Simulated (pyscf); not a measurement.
H₂Ge=Se → :Ge=Se [singlet] + hydrogen (H₂), a 1,1-elimination (singlet surface; Ge–H, Ge–H broken, H–H formed). Structures and frequencies: ωB97X-D3(BJ)/def2-SVP in PySCF. Energies in kcal/mol from the reactant's lowest minimum found.

Small-basis levels: PySCF, no dispersion term, spherical d functions. AM1 to PM7: differences of heats of formation from MOPAC, which are fitted to 298 K values and so differ in kind from electronic energies by zero-point and thermal terms. 

```csv
level,barrier,reaction energy
HF/6-31G*+LANL2DZ,79.8,-4.7
SVWN5/6-31G*+LANL2DZ,57.2,+0.6
PBE/6-31G*+LANL2DZ,58.9,-5.0
B3LYP/3-21G,64.1,-4.1
B3LYP/6-31G*+LANL2DZ,64.4,-6.2
AM1,41.3,+16.2
PM3,24.6,+6.7
ωB97M-D3(BJ)/def2-TZVP,62.1,-5.7
```

Against the last row the barrier runs from -37.5 (PM3) to +17.7 kcal/mol (HF/6-31G*+LANL2DZ). ωB97M-D3(BJ)/def2-TZVP has limits of its own. This is the saddle that the search found; another between the same sides may lie lower. In the def2 sets elements up to Kr have no core potential.
